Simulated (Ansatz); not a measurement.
Compare A (`C1=NCOC1`) with its isomer B (`OC1=CNC1`).

Isolated molecules relaxed with PBE0-D4/def2-TZVP in Ansatz; ΔE leaves out vibrations. CBS: MP2 limit from def2 TZ/QZ plus the TZ coupled-cluster correction, frozen cores. DFT in def2-TZVPP. Each species was taken in one conformer, which may not be the lowest.

Problem. Which isomer does CCSD(T)/CBS put lower? Give the gap. (An estimate is asked.)

Solution. The calculation gave: A, by 26.4 kcal/mol.

Problem. Give E(B) − E(A) in kcal/mol with LDA (SPW92), ωB97M-V, HF/def2-TZVPP, CCSD(T)/def2-SVP, PBE0-D4, r2SCAN-D4, PBE-D4. (Best estimate.)

Solution. Ansatz gave: LDA (SPW92) 22.5, ωB97M-V 26.7, HF/def2-TZVPP 33.6, CCSD(T)/def2-SVP 29.7, PBE0-D4 25.3, r2SCAN-D4 26.6, PBE-D4 23.7. None reverses the order clearly.

Problem. Does the order hold for the free energy at 298.15 K (harmonic terms from PBE0-D4)? (Best estimate.)

Solution. Computed: Yes: G(B) − G(A) = +25.7 kcal/mol, for one conformer each.

Largest T1 diagnostic: 0.012.

From PBE to PBE0 (25 % exact exchange), in def2-TZVPP and without D4, E(B) − E(A) moves by +1.7 kcal/mol. In def2-TZVPP, CCSD(T) changes the Hartree–Fock value by −5.8 kcal/mol (the triples alone add −0.7 kcal/mol) and MP2 by −7.5 kcal/mol.
